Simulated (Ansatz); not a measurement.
**CH₂O₂: how energies converge with the basis set**

The task here is to estimate one member of a computed series from the others.

Method: one geometry, several basis sets; program: Ansatz 0.2.0, Gaussian basis.

Levels to be run: PBE0-D4/def2-SVP; ωB97M-V/def2-SVP; PBE0-D4/def2-QZVPP; ωB97M-V/def2-QZVPP; CCSD(T)/cc-pV(D+d)Z; CCSD(T)/cc-pV(T+d)Z; CCSD(T)/cc-pV(Q+d)Z; the functionals' def2-TZVPP values are taken from earlier runs.

## The relaxed structure

The geometry comes from an earlier relaxation with PBE0-D4 in a triple-zeta def2 set; it is a stationary point.

SMILES `O=CO`, 5 atoms, charge 0, spin multiplicity 1.

Atoms are counted from 1 here; the program's logs count them from 0.

Bond lengths: O1–C2 1.194 Å, C2–O3 1.335 Å, C2–H4 1.099 Å, O3–H5 0.969 Å. Angles: O1–C2–O3 125.1°, O1–C2–H4 125.1°, O3–C2–H4 109.8°, C2–O3–H5 107.3°.

Coordinates:

```xyz
5
CH2O2
O    -0.3760   -0.4410    1.1972
C    -0.2209   -0.3618    0.0158
O     0.4665    0.5988   -0.6065
H    -0.6229   -1.0692   -0.7232
H     0.8032    1.1996    0.0753
```

The first run:

Input file in.yaml:

```yaml
crystal:
  periodic: [false, false, false]
  atoms:
    - {symbol: O, position_ang: [-0.375974, -0.440963, 1.197186]}
    - {symbol: C, position_ang: [-0.220940, -0.361846, 0.015767]}
    - {symbol: O, position_ang: [0.466510, 0.598758, -0.606537]}
    - {symbol: H, position_ang: [-0.622862, -1.069161, -0.723226]}
    - {symbol: H, position_ang: [0.803166, 1.199612, 0.075309]}
basis:
  gaussian: {orbitals: def2-SVP}
hamiltonian: {xc: pbe0, dispersion: d4}
output: {orbitals: {seedname: orbitals}}
```

Command:

```console
$ ansatz run in.yaml --threads 2 --pin off --events-out ev --progress --plain --max-ram 4352MiB
```

Steps of the session up to this table: PBE0-D4 in def2-SVP; ωB97M-V in def2-SVP; PBE0-D4 in def2-QZVPP; ωB97M-V in def2-QZVPP.

One table of the session follows, with a row left open; its other results are not shown here.

It belongs to the step «Functionals by basis». 

```
functional       basis  HOMO (eV)  LUMO (eV)
   PBE0-D4    def2-SVP      -8.33       0.22
   PBE0-D4  def2-TZVPP      -8.55      -0.11
   PBE0-D4  def2-QZVPP      -8.60      -0.21
   ωB97M-V    def2-SVP          ?          ?
   ωB97M-V  def2-TZVPP     -11.00       2.25
   ωB97M-V  def2-QZVPP     -11.05       1.92
```

Q: Estimate the row for ωB97M-V, def2-SVP from the others.

As computed: HOMO (eV): -10.76; LUMO (eV): 2.69. In the column «HOMO (eV)» it lies between ωB97M-V, def2-TZVPP (-11.00) and PBE0-D4, def2-QZVPP (-8.60).
